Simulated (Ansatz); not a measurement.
Relaxation of FH$_{3}$Si (5 atoms, charge 0, multiplicity 1), to a largest force component of 0.02 eV/Å in at most 40 steps.

Level of theory: RKS B3LYP/def2-TZVP in Ansatz.

```xyz
5
Properties=species:S:1:pos:R:3:forces:R:3
Si 0.000 0.000 0.000 0.02 0.00 -0.42
F 0.000 0.000 1.590 0.00 0.00 0.51
H 1.377 0.000 -0.486 0.36 0.00 -0.02
H -0.688 1.191 -0.486 -0.19 0.33 -0.03
H -0.688 -1.191 -0.486 -0.19 -0.33 -0.03
```

**Question.** Where does it end, and by what steps?

**Answer.** The forces met the threshold. After 3 steps the energy has fallen by 0.018 eV; H4 moved furthest, 0.03 Å.

```json
{"step": "0", "energy less start (eV)": "0.0000", "largest force component (eV/Å)": "0.506", "accepted": "yes"}
{"step": "1", "energy less start (eV)": "-0.0152", "largest force component (eV/Å)": "0.342", "accepted": "yes"}
{"step": "2", "energy less start (eV)": "-0.0178", "largest force component (eV/Å)": "0.057", "accepted": "yes"}
{"step": "3", "energy less start (eV)": "-0.0178", "largest force component (eV/Å)": "0.004", "accepted": "yes"}
```

```xyz
5
Properties=species:S:1:pos:R:3
Si 0.000 0.000 -0.017
F 0.000 0.000 1.589
H 1.403 0.000 -0.480
H -0.701 1.215 -0.480
H -0.701 -1.215 -0.480
```

Time of the run: 7.7 s on 1 thread of Arm Neoverse V2, with other jobs on the host, peak memory 0.12 GiB.
